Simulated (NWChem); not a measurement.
System: dichloromethane (CH₂Cl₂); SMILES ClCCl

Results from NWChem. Pople sets run with spherical d functions. Coordinates come from a PBE0/def2-SVP optimisation. Computed dipoles belong to the equilibrium geometry; the measured one is vibrationally averaged.

Measured dipole moment: 1.60 D (NIST CCCBDB, as tabulated in the package chemicals).

Task: Which of these levels lies farthest from the measured value, and how do the others fare: B3LYP/aug-cc-pVTZ; B3LYP/3-21G; B3LYP/6-31G*; B3LYP/def2-TZVP; B3LYP/def2-SVP; B3LYP/STO-3G; B3LYP/6-311++G**; B3LYP/def2-SVPD; B3LYP/6-31+G*?

Result: B3LYP/3-21G.
```csv
level,dipole moment (D),computed − measured
B3LYP/STO-3G,1.97,+0.37
B3LYP/3-21G,2.01,+0.41
B3LYP/6-31G*,1.80,+0.20
B3LYP/6-31+G*,1.84,+0.24
B3LYP/def2-SVP,1.61,+0.01
B3LYP/def2-SVPD,1.65,+0.05
B3LYP/def2-TZVP,1.64,+0.04
B3LYP/6-311++G**,1.77,+0.17
B3LYP/aug-cc-pVTZ,1.64,+0.04
```
